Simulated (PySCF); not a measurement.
Exact mass, isotope pattern and composition

Species: `C1C(C[C]1C)C` [radical].

Calculated for natural abundance.

**Question.** Molar mass and exact mass?

**Answer.** For C6H11, with standard atomic weights, 6 × 12.011 + 11 × 1.008 = 83.154 g/mol. From the most abundant isotopes (12C, 1H), 6 × 12.000000 + 11 × 1.007825 = 83.0861 u.

**Question.** Work out the cluster of the singly charged cation M+, one line a nominal mass.

**Answer.** 
```tsv
nominal mass	m/z (centroid)	relative intensity
83	83.0855	100.0
84	84.0889	6.6
85	85.0924	0.2
```

Cut off at 0.1 %. One electron mass, 0.00055 u, is taken off. Abundances used (%; other tables differ somewhat): 12C 98.93, 13C 1.07; 1H 99.9885, 2H 0.0115.

**Question.** How much CO2 and H2O would complete combustion of 2.00 mg give?

**Answer.** 24.05 μmol of compound give 6.35 mg CO2 and 2.38 mg H2O.

**Question.** What resolving power m/Δm just matches the spacing of the species with one 13C and with one 2H?

**Answer.** They lie 0.00292 u apart at mass 84.09, so m/Δm is about 29000.

**Question.** Resolve the fine structure: one atom at a time replaced by a minor isotope.

**Answer.** Intensity in % of the monoisotopic species:

```json
{"isotope": "13C", "mass shift (u)": "+1.00335", "m/z": "84.0889", "intensity (%)": "6.49"}
{"isotope": "2H", "mass shift (u)": "+1.00628", "m/z": "84.0918", "intensity (%)": "0.13"}
```

Species under 0.02 % are left out.

**Question.** Elemental analysis, calculated?

**Answer.** C 86.67 %, H 13.33 %.

**Question.** Count the protons, neutrons and electrons of the monoisotopic species, and give its exact less its nominal mass.

**Answer.** 47 protons, 36 neutrons and 47 electrons; 83.0861 − 83 = +0.0861 u.
